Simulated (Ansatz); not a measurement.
## Heating and cooling a random packing of Li7ZnCl9

A packing of 17 atoms, thrown in at random and pushed apart as soft spheres with like charges further apart (9 Cl, 7 Li, 1 Zn) went through Langevin stages in a fixed cell of 21.41 Å³/atom, at one k point, without spin and with a Fermi–Dirac width of kT (0.05 eV at least). Computed with DFT PBE, scalar-relativistic, plane waves, PAW (Ansatz 0.2.0).

```
thermostat (K) duration (fs) friction (1/fs) cutoff (eV) mean T (K) mean P (GPa) mean square displacement (Å²)
          1600             36            0.030          320        2736           7.3                           0.42
          1600            375            0.030          420        1708           4.6                           2.22
          1150            375            0.030          420        1236           3.2                           1.11
           640            375            0.030          420         628           1.8                           0.56
           300            375            0.030          420         271           1.8                           0.33
```

Means run over the second half of a stage; pressure includes the kinetic part; displacements count from the stage's start, the atoms' common shift taken off. In so short a run the atoms moved about a bond length or less in the hot stages, so this is an annealed packing, not a quenched equilibrium liquid.

Cell and atoms were then relaxed on coarser meshes and computed once more: Plane waves to 420 eV, a k mesh through Γ of 3×3×3 on the computed 17-atom cell and Gaussian smearing (0.02 eV); no spin polarisation.

What structure is left?

One draw of many: 21.83 Å³/atom with a gap on the mesh of 4.47 eV, 1.70 eV/atom below the elements' standard states (static lattices, no corrections for gases) (a random packing after short dynamics, relaxed).

Counting as bonded all pairs within 1.2 times the summed covalent radii, but none from a metal cation to another cation:

```
atom → neighbour mean count mean length (Å) spread (Å)
         Cl → Li        3.22             2.44        0.09
         Cl → Zn        0.56             2.43        0.10
         Li → Cl        4.14             2.44        0.09
         Zn → Cl        5.00             2.43        0.10
```

Angles between all pairs of such bonds at an atom (mean ± spread): 109 ± 16° at Cl, 108 ± 19° at Li, 106 ± 22° at Zn.

```
CELL_PARAMETERS angstrom
6.96971 -0.09255 -0.08723
-0.10808 7.61159 -0.18533
-0.07922 -0.16483 7.00076
ATOMIC_POSITIONS crystal
Li 0.61183 0.10220 0.41125
Li 0.97369 0.19748 0.88565
Li 0.91151 0.42104 0.32063
Li 0.38845 0.58742 0.15356
Li 0.47089 0.93350 0.91361
Li 0.92407 0.68639 0.82499
Li 0.45820 0.40341 0.66649
Cl 0.14967 0.93447 0.81847
Cl 0.87489 0.07498 0.20977
Cl 0.07629 0.48274 0.03259
Cl 0.36984 0.89855 0.29418
Cl 0.12706 0.28458 0.56546
Cl 0.57641 0.64291 0.88039
Cl 0.90923 0.71530 0.48119
Cl 0.55987 0.40249 0.34759
Cl 0.64206 0.14952 0.75358
Zn 0.09061 0.97571 0.45534
```

An odd mesh misses points on the zone edge, so a gap read on it can be too wide.

Cost: 6 runs of about 24 core-minutes in all (earlier runs that led there not counted), on Arm Neoverse V1 (shared hosts).